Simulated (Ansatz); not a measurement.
**C2H3ClF2: ranking of conformers**

The task is a ranking of conformers, for C2H3ClF2.

Computed with Ansatz 0.2.0, driven from Python. Level of theory: r2SCAN/6-31G*.

**1. The structure**

The script builds its own geometries from the SMILES FCC(F)Cl.

No structure file is read: the coordinates are typed or built in the script.

**2. Script**

File conformers_c2h3clf2.py:

```python
"""Rank force-field conformers of C2H3ClF2 by single points."""

import ansatz as az
from rdkit import Chem
from rdkit.Chem import AllChem


def main() -> None:
    rd = Chem.AddHs(Chem.MolFromSmiles("FCC(F)Cl"))
    ids = list(AllChem.EmbedMultipleConfs(rd, numConfs=20, randomSeed=839, pruneRmsThresh=0.4))
    field = [energy for _, energy in AllChem.MMFFOptimizeMoleculeConfs(rd)]
    distinct = {round(e, 2): i for i, e in zip(ids, field)}
    chosen = sorted(distinct.items())[:5]
    found = []
    for force_field, index in chosen:
        c2h3clf2 = az.Crystal.molecule()
        for atom, xyz in zip(rd.GetAtoms(), rd.GetConformer(index).GetPositions()):
            c2h3clf2 = c2h3clf2.atom(atom.GetSymbol(), xyz.round(5).tolist())
        base = c2h3clf2.calculation()
        base = base.basis(gaussian="6-31G*").functional("r2scan")
        found.append(base.run().report["free_energy_ev"])
    print("conformer   MMFF (kcal/mol)   this level (eV)")
    for (force_field, index), e in zip(chosen, found):
        print(f"{index:9d} {force_field - chosen[0][0]:17.2f} {(e - min(found)):17.3f}")


if __name__ == "__main__":
    main()
```

**3. The input behind the calls**

The engine receives this input (first run):

```yaml
crystal:
  periodic: [false, false, false]
  atoms:
    - { symbol: F, position_ang: [-1.53698, 0.67719, 0.66242] }
    - { symbol: C, position_ang: [-0.76476, -0.16839, -0.07919] }
    - { symbol: C, position_ang: [0.69381, 0.21755, 0.07671] }
    - { symbol: F, position_ang: [1.11435, -0.10282, 1.33105] }
    - { symbol: Cl, position_ang: [1.70833, -0.64932, -1.09734] }
    - { symbol: H, position_ang: [-0.9508, -1.18363, 0.28272] }
    - { symbol: H, position_ang: [-1.1009, -0.08352, -1.11666] }
    - { symbol: H, position_ang: [0.83695, 1.29294, -0.05972] }
basis:
  gaussian:
    orbitals: "6-31G*"
hamiltonian:
  xc: r2scan
```

**4. Launch**

The run is started by

```console
python conformers_c2h3clf2.py
```

What it wrote:

```text
conformer   MMFF (kcal/mol)   this level (eV)
        4              0.00             0.000
        5              0.99             0.017
        1              1.00             0.057
```

It took 12 s on 1 thread of Arm Neoverse V2, shared host; peak memory 0.25 GiB.

**5. Inputs of later runs**

The engine's inputs for the other runs:

Run 2, against run 1:

```diff
@@ -4,8 +4,8 @@
-    - { symbol: F, position_ang: [-1.53698, 0.67719, 0.66242] }
-    - { symbol: C, position_ang: [-0.76476, -0.16839, -0.07919] }
-    - { symbol: C, position_ang: [0.69381, 0.21755, 0.07671] }
-    - { symbol: F, position_ang: [1.11435, -0.10282, 1.33105] }
-    - { symbol: Cl, position_ang: [1.70833, -0.64932, -1.09734] }
-    - { symbol: H, position_ang: [-0.9508, -1.18363, 0.28272] }
-    - { symbol: H, position_ang: [-1.1009, -0.08352, -1.11666] }
-    - { symbol: H, position_ang: [0.83695, 1.29294, -0.05972] }
+    - { symbol: F, position_ang: [-1.17736, -1.32834, 0.00594] }
+    - { symbol: C, position_ang: [-0.76623, -0.04574, -0.18542] }
+    - { symbol: C, position_ang: [0.66945, 0.12189, 0.27292] }
+    - { symbol: F, position_ang: [0.98965, 1.44439, 0.25989] }
+    - { symbol: Cl, position_ang: [1.79702, -0.74832, -0.79194] }
+    - { symbol: H, position_ang: [-1.4278, 0.60658, 0.39259] }
+    - { symbol: H, position_ang: [-0.89151, 0.20795, -1.24275] }
+    - { symbol: H, position_ang: [0.80678, -0.25842, 1.28877] }
```

Run 3, against run 1:

```diff
@@ -4,8 +4,8 @@
-    - { symbol: F, position_ang: [-1.53698, 0.67719, 0.66242] }
-    - { symbol: C, position_ang: [-0.76476, -0.16839, -0.07919] }
-    - { symbol: C, position_ang: [0.69381, 0.21755, 0.07671] }
-    - { symbol: F, position_ang: [1.11435, -0.10282, 1.33105] }
-    - { symbol: Cl, position_ang: [1.70833, -0.64932, -1.09734] }
-    - { symbol: H, position_ang: [-0.9508, -1.18363, 0.28272] }
-    - { symbol: H, position_ang: [-1.1009, -0.08352, -1.11666] }
-    - { symbol: H, position_ang: [0.83695, 1.29294, -0.05972] }
+    - { symbol: F, position_ang: [1.16007, 1.15018, 0.60323] }
+    - { symbol: C, position_ang: [0.78094, 0.06735, -0.12928] }
+    - { symbol: C, position_ang: [-0.69641, -0.22838, 0.06475] }
+    - { symbol: F, position_ang: [-0.93148, -0.56131, 1.36242] }
+    - { symbol: Cl, position_ang: [-1.71508, 1.15606, -0.37965] }
+    - { symbol: H, position_ang: [1.01483, 0.27336, -1.17796] }
+    - { symbol: H, position_ang: [1.38574, -0.77853, 0.20949] }
+    - { symbol: H, position_ang: [-0.99861, -1.07872, -0.553] }
```

**6. The runs side by side**

From the records of these 3 runs:

| run | energy from run 1 (eV) | SCF cycles | CPU time (s) |
| --- | --- | --- | --- |
| 1 | 0.0000 | 18 | 3.8 |
| 2 | 0.0167 | 18 | 3.8 |
| 3 | 0.0569 | 18 | 3.9 |

**7. What came out**

| quantity | value |
| --- | --- |
| runs compared | 3 |
| lowest | run 1 |
| next above it by | 0.017 eV |

In words: The structures are force-field minima, not relaxed at this level. Of those tried, run 1 is lowest; run 2 lies 0.017 eV above it, too close to rank at these settings. The conformers keep their force-field geometries.
